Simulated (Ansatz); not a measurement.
formaldehyde (SMILES C=O) moved off its minimum; all values from Ansatz (a quantum-chemistry and plane-wave program), cores frozen in correlated methods.
(charge 0, multiplicity 1)
```xyz
4

C     -0.59271     0.10398    -0.06619
O      0.63737    -0.08919     0.08593
H     -1.35605    -0.63013    -0.00510
H     -0.96096     1.20412    -0.10613
```

Question: Give the forces (eV/Å), the total energy and the dipole at CCSD(T)/aug-cc-pVTZ.

Answer: 
```csv
atom,Fx,Fy,Fz
C1,3.253,2.859,1.032
O2,-3.016,-0.089,-0.600
H3,-0.593,-1.267,-0.178
H4,0.357,-1.502,-0.253
```
Energy -114.3357 hartree, dipole 2.52 D.

Doubts at one or more of the structures used: a restricted determinant that unrestricted orbitals would lower (CCSD(T)/aug-cc-pVTZ).
